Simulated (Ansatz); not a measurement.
Reaction (SMILES): FCF → F[CH-]F + H+
B3LYP-D3(BJ)/def2-TZVP geometries, fixed; electronic energies without zero-point terms.
Largest species:
```xyz
5

C      0.0044     0.0053     0.5043
F     -0.0170     1.1024    -0.3021
F      0.0119    -1.1085    -0.2792
H     -0.9025    -0.0002     1.1113
H      0.9218     0.0234     1.0951
```

Basis-set convergence of the deprotonation energy at HF with Ansatz (a program for electronic structure). Cartesian d functions, on some or all atoms, in 6-31G*, 6-31+G*; all else is spherical. No added dispersion term, no relativity. Functions are those of the species that has most. Reference: the value in aug-pcseg-3, 417.25 kcal/mol, itself unsure by roughly 0.21 kcal/mol (its mean distance from aug-cc-pVQZ, def2-QZVPPD). Deviations are taken from unrounded values.

| basis | functions | deprotonation energy (kcal/mol) |
|---|---|---|
| 6-31G* | 49 | 428.58 |
| 6-31+G* | 61 | 412.28 |
| cc-pVDZ | 52 | 424.06 |
| aug-cc-pVDZ | 87 | 412.40 |
| def2-SVP | 52 | 425.39 |
| def2-SVPD | 82 | 415.68 |
| pcseg-1 | 52 | 417.84 |
| aug-pcseg-1 | 87 | 413.93 |
| 6-311G** | 66 | 423.18 |
| 6-311+G** | 78 | 413.64 |
| def2-TZVP | 105 | 418.98 |
| def2-TZVPD | 135 | 416.70 |
| cc-pVTZ | 118 | 422.37 |
| aug-cc-pVTZ | 184 | 416.60 |
| pcseg-2 | 118 | 418.23 |
| aug-pcseg-2 | 184 | 417.05 |
| def2-TZVPP | 121 | 419.24 |
| def2-TZVPPD | 151 | 416.96 |
| cc-pVQZ | 225 | 419.76 |
| aug-cc-pVQZ | 332 | 416.93 |
| def2-QZVPP | 231 | 418.12 |
| def2-QZVPPD | 261 | 417.14 |
| pcseg-3 | 246 | 417.54 |
| aug-pcseg-3 | 353 | 417.25 |

What the diffuse functions change, pair by pair:
- 6-31G* to 6-31+G*: 12 more functions, deviation 11.34 to -4.96 kcal/mol
- cc-pVDZ to aug-cc-pVDZ: 35 more functions, deviation 6.81 to -4.84 kcal/mol
- def2-SVP to def2-SVPD: 30 more functions, deviation 8.14 to -1.56 kcal/mol
- pcseg-1 to aug-pcseg-1: 35 more functions, deviation 0.60 to -3.32 kcal/mol
- 6-311G** to 6-311+G**: 12 more functions, deviation 5.94 to -3.61 kcal/mol
- def2-TZVP to def2-TZVPD: 30 more functions, deviation 1.73 to -0.55 kcal/mol
- cc-pVTZ to aug-cc-pVTZ: 66 more functions, deviation 5.13 to -0.65 kcal/mol
- pcseg-2 to aug-pcseg-2: 66 more functions, deviation 0.98 to -0.19 kcal/mol
- def2-TZVPP to def2-TZVPPD: 30 more functions, deviation 2.00 to -0.29 kcal/mol
- cc-pVQZ to aug-cc-pVQZ: 107 more functions, deviation 2.51 to -0.31 kcal/mol
- def2-QZVPP to def2-QZVPPD: 30 more functions, deviation 0.87 to -0.10 kcal/mol
- pcseg-3 to aug-pcseg-3: 107 more functions, deviation 0.29 to 0.00 kcal/mol

Leaving out the reference's own pair, they bring the value nearer the reference by more than 0.21 kcal/mol in 10 of 11 pairs.
